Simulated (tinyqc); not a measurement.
Worked calculation: CCSD on RHF in the sto-6g basis, frozen core, for H2O, spin multiplicity 1. One step of it, computed by the program tinyqc.

Problem. Integrals over molecular orbitals. (pq|rs) = sum C_ip C_jq C_kr C_ls (ij|kl), one index at a time.

coefficients C:
```
,MO1,MO2,MO3,MO4,MO5,MO6,MO7
1O 1s,0.996599,-0.221553,0.000000,0.093027,0.000000,-0.126049,0.000000
1O 2s,0.016319,0.832261,0.000000,-0.521548,0.000000,0.928771,0.000000
1O 2px,0.000000,0.000000,0.000000,0.000000,1.000000,0.000000,0.000000
1O 2py,0.000000,0.000000,0.604035,0.000000,0.000000,0.000000,1.013853
1O 2pz,0.003246,0.129993,0.000000,0.798972,0.000000,0.710655,0.000000
2H 1s,-0.003932,0.156686,0.437542,0.264411,0.000000,-0.818463,-0.853607
3H 1s,-0.003932,0.156686,-0.437542,0.264411,0.000000,-0.818463,0.853607
```

core Hamiltonian H = T + V (hartree), lower triangle:
```
,1O 1s,1O 2s,1O 2px,1O 2py,1O 2pz,2H 1s,3H 1s
1O 1s,-33.058123
1O 2s,-7.307807,-9.267794
1O 2px,0.000000,0.000000,-7.491462
1O 2py,0.000000,0.000000,0.000000,-7.666961
1O 2pz,-0.019587,-0.216408,0.000000,0.000000,-7.577680
2H 1s,-1.839321,-3.848903,0.000000,-2.143275,-1.571243,-5.145035
3H 1s,-1.839321,-3.848903,0.000000,2.143275,-1.571243,-1.586511,-5.145035
```

Two-electron integrals (ij|kl) in chemists' order, unique and non-zero (hartree):
```
i,j,k,l,(ij|kl)
1,1,1,1,4.787491
2,1,1,1,0.675884
2,1,2,1,0.121505
2,2,1,1,1.117379
2,2,2,1,0.249212
2,2,2,2,0.817383
3,1,3,1,0.025762
3,2,3,1,0.039145
3,2,3,2,0.180664
3,3,1,1,1.117381
3,3,2,1,0.249212
3,3,2,2,0.817382
3,3,3,3,0.880663
4,1,4,1,0.025762
4,2,4,1,0.039145
4,2,4,2,0.180664
4,3,4,3,0.047461
4,4,1,1,1.117381
4,4,2,1,0.249212
4,4,2,2,0.817382
4,4,3,3,0.785741
4,4,4,4,0.880663
5,1,5,1,0.025762
5,2,5,1,0.039145
5,2,5,2,0.180664
5,3,5,3,0.047461
5,4,5,4,0.047461
5,5,1,1,1.117381
5,5,2,1,0.249212
5,5,2,2,0.817382
5,5,3,3,0.785741
5,5,4,4,0.785741
5,5,5,5,0.880663
6,1,1,1,0.180464
6,1,2,1,0.031078
6,1,2,2,0.062291
6,1,3,3,0.062155
6,1,4,1,0.001240
6,1,4,2,0.002415
6,1,4,4,0.062429
6,1,5,1,0.000869
6,1,5,2,0.001692
6,1,5,4,0.000192
6,1,5,5,0.062290
6,1,6,1,0.008103
6,2,1,1,0.416278
6,2,2,1,0.094033
6,2,2,2,0.338716
6,2,3,3,0.333265
6,2,4,1,0.006121
6,2,4,2,0.044093
6,2,4,4,0.344232
6,2,5,1,0.004290
6,2,5,2,0.030905
6,2,5,4,0.007687
6,2,5,5,0.338652
6,2,6,1,0.024144
6,2,6,2,0.170684
6,3,3,1,0.010733
6,3,3,2,0.059442
6,3,4,3,0.009213
6,3,5,3,0.006457
6,3,6,3,0.024904
6,4,1,1,0.237345
6,4,2,1,0.054401
6,4,2,2,0.209021
6,4,3,3,0.199461
6,4,4,1,0.013895
6,4,4,2,0.085528
6,4,4,4,0.224763
6,4,5,1,0.002216
6,4,5,2,0.018284
6,4,5,4,0.011277
6,4,5,5,0.202839
6,4,6,1,0.014650
6,4,6,2,0.128112
6,4,6,4,0.120179
6,5,1,1,0.166357
6,5,2,1,0.038131
6,5,2,2,0.146505
6,5,3,3,0.139804
6,5,4,1,0.002216
6,5,4,2,0.018284
6,5,4,4,0.144623
6,5,5,1,0.012286
6,5,5,2,0.072257
6,5,5,4,0.012591
6,5,5,5,0.155087
6,5,6,1,0.010268
6,5,6,2,0.089795
6,5,6,4,0.066780
6,5,6,5,0.071710
6,6,1,1,0.540572
6,6,2,1,0.124359
6,6,2,2,0.509721
6,6,3,3,0.489107
6,6,4,1,0.011066
6,6,4,2,0.106847
6,6,4,4,0.530576
6,6,5,1,0.007756
6,6,5,2,0.074890
6,6,5,4,0.029067
6,6,5,5,0.509480
6,6,6,1,0.032314
6,6,6,2,0.316820
6,6,6,4,0.271974
6,6,6,5,0.190630
6,6,6,6,0.774999
7,1,1,1,0.180464
7,1,2,1,0.031078
7,1,2,2,0.062291
7,1,3,3,0.062155
7,1,4,1,-0.001240
7,1,4,2,-0.002415
7,1,4,4,0.062429
7,1,5,1,0.000869
7,1,5,2,0.001692
7,1,5,4,-0.000192
7,1,5,5,0.062290
7,1,6,1,0.007974
7,1,6,2,0.023290
7,1,6,4,0.012800
7,1,6,5,0.009897
7,1,6,6,0.030673
7,1,7,1,0.008103
7,2,1,1,0.416278
7,2,2,1,0.094033
7,2,2,2,0.338716
7,2,3,3,0.333265
7,2,4,1,-0.006121
7,2,4,2,-0.044093
7,2,4,4,0.344232
7,2,5,1,0.004290
7,2,5,2,0.030905
7,2,5,4,-0.007687
7,2,5,5,0.338652
7,2,6,1,0.023290
7,2,6,2,0.138700
7,2,6,4,0.071479
7,2,6,5,0.070842
7,2,6,6,0.212010
7,2,7,1,0.024144
7,2,7,2,0.170684
7,3,3,1,0.010733
7,3,3,2,0.059442
7,3,4,3,-0.009213
7,3,5,3,0.006457
7,3,6,3,0.019604
7,3,7,3,0.024904
7,4,1,1,-0.237345
7,4,2,1,-0.054401
7,4,2,2,-0.209021
7,4,3,3,-0.199461
7,4,4,1,0.013895
7,4,4,2,0.085528
7,4,4,4,-0.224763
7,4,5,1,-0.002216
7,4,5,2,-0.018284
7,4,5,4,0.011277
7,4,5,5,-0.202839
7,4,6,1,-0.012800
7,4,6,2,-0.071479
7,4,6,4,-0.017628
7,4,6,5,-0.035650
7,4,6,6,-0.095832
7,4,7,1,-0.014650
7,4,7,2,-0.128112
7,4,7,4,0.120179
7,5,1,1,0.166357
7,5,2,1,0.038131
7,5,2,2,0.146505
7,5,3,3,0.139804
7,5,4,1,-0.002216
7,5,4,2,-0.018284
7,5,4,4,0.144623
7,5,5,1,0.012286
7,5,5,2,0.072257
7,5,5,4,-0.012591
7,5,5,5,0.155087
7,5,6,1,0.009897
7,5,6,2,0.070842
7,5,6,4,0.035650
7,5,6,5,0.055235
7,5,6,6,0.118841
7,5,7,1,0.010268
7,5,7,2,0.089795
7,5,7,4,-0.066780
7,5,7,5,0.071710
7,6,1,1,0.159396
7,6,2,1,0.036311
7,6,2,2,0.140220
7,6,3,3,0.137281
7,6,4,4,0.140213
7,6,5,1,0.002695
7,6,5,2,0.022417
7,6,5,5,0.143166
7,6,6,1,0.009209
7,6,6,2,0.068841
7,6,6,4,0.044478
7,6,6,5,0.040728
7,6,6,6,0.128771
7,6,7,1,0.009209
7,6,7,2,0.068841
7,6,7,4,-0.044478
7,6,7,5,0.040728
7,6,7,6,0.033227
7,7,1,1,0.540572
7,7,2,1,0.124359
7,7,2,2,0.509721
7,7,3,3,0.489107
7,7,4,1,-0.011066
7,7,4,2,-0.106847
7,7,4,4,0.530576
7,7,5,1,0.007756
7,7,5,2,0.074890
7,7,5,4,-0.029067
7,7,5,5,0.509480
7,7,6,1,0.030673
7,7,6,2,0.212010
7,7,6,4,0.095832
7,7,6,5,0.118841
7,7,6,6,0.338080
7,7,7,1,0.032314
7,7,7,2,0.316820
7,7,7,4,-0.271974
7,7,7,5,0.190630
7,7,7,6,0.128771
7,7,7,7,0.774999
```

Give: one-electron integrals over orbitals h = C^T H C; Two-electron integrals over orbitals.

Solution.

one-electron integrals over orbitals h = C^T H C (hartree), lower triangle:
```
,1,2,3,4,5,6,7
1,-33.0443
2,0.5678,-7.7317
3,0.0000,0.0000,-6.4257
4,-0.2322,0.4187,0.0000,-7.0846
5,0.0000,0.0000,0.0000,0.0000,-7.4915
6,0.3321,-1.4275,0.0000,-1.0128,0.0000,-5.3367
7,0.0000,0.0000,-1.7285,0.0000,0.0000,0.0000,-5.6472
```

Two-electron integrals over orbitals (pq|rs), unique and non-zero (hartree); the lowest 1 orbital is frozen and left out:
```
p,q,r,s,(pq|rs)
2,2,2,2,0.7303
3,2,3,2,0.1463
3,3,2,2,0.6483
3,3,3,3,0.6383
4,2,2,2,0.0061
4,2,3,3,0.0068
4,2,4,2,0.1248
4,3,3,2,0.0193
4,3,4,3,0.0457
4,4,2,2,0.6841
4,4,3,3,0.6052
4,4,4,2,-0.1052
4,4,4,4,0.8002
5,2,5,2,0.1450
5,3,5,3,0.0291
5,4,5,2,-0.0452
5,4,5,4,0.0558
5,5,2,2,0.7497
5,5,3,3,0.6323
5,5,4,2,-0.0649
5,5,4,4,0.7374
5,5,5,5,0.8807
6,2,2,2,0.1446
6,2,3,3,0.0756
6,2,4,2,0.0207
6,2,4,4,0.0967
6,2,5,5,0.1620
6,2,6,2,0.1029
6,3,3,2,-0.0440
6,3,4,3,-0.0280
6,3,6,3,0.0742
6,4,2,2,0.0919
6,4,3,3,0.0409
6,4,4,2,-0.0223
6,4,4,4,0.1142
6,4,5,5,0.1082
6,4,6,2,0.0620
6,4,6,4,0.0620
6,5,5,2,0.0610
6,5,5,4,-0.0026
6,5,6,5,0.0393
6,6,2,2,0.6131
6,6,3,3,0.5733
6,6,4,2,0.0609
6,6,4,4,0.5486
6,6,5,5,0.5876
6,6,6,2,0.0950
6,6,6,4,0.0429
6,6,6,6,0.5972
7,2,3,2,0.0403
7,2,4,3,-0.0325
7,2,6,3,0.0354
7,2,7,2,0.0615
7,3,2,2,0.1403
7,3,3,3,0.0923
7,3,4,2,-0.0726
7,3,4,4,0.1655
7,3,5,5,0.1897
7,3,6,2,0.0791
7,3,6,4,0.0722
7,3,6,6,0.0375
7,3,7,3,0.1503
7,4,3,2,-0.0751
7,4,4,3,0.0048
7,4,6,3,0.0437
7,4,7,2,-0.0171
7,4,7,4,0.0663
7,5,5,3,0.0238
7,5,7,5,0.0246
7,6,3,2,0.1023
7,6,4,3,0.0455
7,6,6,3,-0.0686
7,6,7,2,-0.0085
7,6,7,4,-0.0573
7,6,7,6,0.1196
7,7,2,2,0.6283
7,7,3,3,0.6150
7,7,4,2,-0.0148
7,7,4,4,0.6156
7,7,5,5,0.6299
7,7,6,2,0.0718
7,7,6,4,0.0394
7,7,6,6,0.5681
7,7,7,3,0.0972
7,7,7,7,0.6250
```
